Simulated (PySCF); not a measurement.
```xyz
4

F     -0.9176    -1.3460    -0.0003
Al     0.0000     0.0000     0.0000
F      1.6244    -0.1217     0.0006
F     -0.7068     1.4677    -0.0003
```

Charge 0, multiplicity 1.

Give the Mulliken and meta-Löwdin atomic charges from PySCF with PBE0-D4/def2-TZVP.


```json
[
 {"atom": "F1", "Mulliken (e)": "-0.32", "meta-Löwdin (e)": "-0.53"},
 {"atom": "Al2", "Mulliken (e)": "0.96", "meta-Löwdin (e)": "1.59"},
 {"atom": "F3", "Mulliken (e)": "-0.32", "meta-Löwdin (e)": "-0.53"},
 {"atom": "F4", "Mulliken (e)": "-0.32", "meta-Löwdin (e)": "-0.53"}
]
```
